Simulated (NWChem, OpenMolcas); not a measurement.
# Worked example: vertical ionisation energy of NO2F (nitryl fluoride)

NO2F has 4 atoms, charge 0, and is taken as a singlet. SMILES: `O=[N+]([O-])F`. The coordinates come from a PBE0-D4/def2-TZVP relaxation.

```xyz
4

O     0.1883    0.4699    1.1202
N     0.0797   -0.0718    0.0891
O     0.4766   -1.0687   -0.3769
F    -0.7446    0.6705   -0.8325
```

Both states at this one shape; open shells run unrestricted unless said. 1 Eh = 27.2114 eV.

| level | program | singlet NO2F (Eh) | doublet NO2F+ (Eh) |
| --- | --- | --- | --- |
| SVWN5/cc-pVTZ | OpenMolcas | -302.938014 | -302.456503 |
| B3LYP/6-31G* (Cartesian functions) | NWChem | -304.878380 | -304.393092 |
| B3LYP/6-31G* (spherical functions) | NWChem | -304.873757 | -304.388921 |
| PBE0/cc-pVTZ | OpenMolcas | -304.704629 | -304.213226 |

Q: Work out the vertical ionisation energy at each level.

A: 
1. SVWN5/cc-pVTZ: -302.456503 − (-302.938014) = 0.481511 Eh = 13.10 eV.
2. B3LYP/6-31G* (Cartesian functions): -304.393092 − (-304.878380) = 0.485288 Eh = 13.21 eV.
3. B3LYP/6-31G* (spherical functions): -304.388921 − (-304.873757) = 0.484836 Eh = 13.19 eV.
4. PBE0/cc-pVTZ: -304.213226 − (-304.704629) = 0.491403 Eh = 13.37 eV.

No measured value is set beside it here; the levels span 13.10 to 13.37 eV.
